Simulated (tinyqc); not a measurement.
The integration grid: Kohn-Sham LDA (VWN5) on finer and finer grids in the sto-3g basis, for CO, spin multiplicity 1. Computed by the program tinyqc with PySCF. Self-consistent on each grid; the net force on the molecule should vanish.

Geometry (angstrom):
```
atom       x       y       z
C     0.0000  0.0000  0.0000
O     0.0000  0.0000  1.5610
```

Kohn-Sham energy on Becke grids (radial x angular points per atom):
```
grid       points  residual of the electron count  E (hartree)  E - finest (mhartree)  largest net force without grid terms (hartree/bohr)
10 x 14       276                       -1.32e-01  -110.500655             243.164786                                             5.39e-02
15 x 26       773                       -2.26e-02  -110.750483              -6.663113                                             5.00e-02
20 x 50      1993                        1.29e-03  -110.744826              -1.006085                                             2.90e-03
30 x 86      5149                        6.96e-04  -110.744472              -0.652132                                             1.59e-03
50 x 194    19382                       -1.28e-05  -110.743820               0.000524                                             3.84e-05
75 x 302    45273                        1.79e-06  -110.743820              -0.000463                                             5.51e-06
120 x 590  141463                        4.25e-08  -110.743820               0.000000                                             8.18e-07
```

What does the comparison show, and why?

The energy is within 0.1 mhartree of the finest grid first at 50 x 194. The error has both signs, since quadrature is not variational. The electron count and the net force are cheap signs of a poor grid.
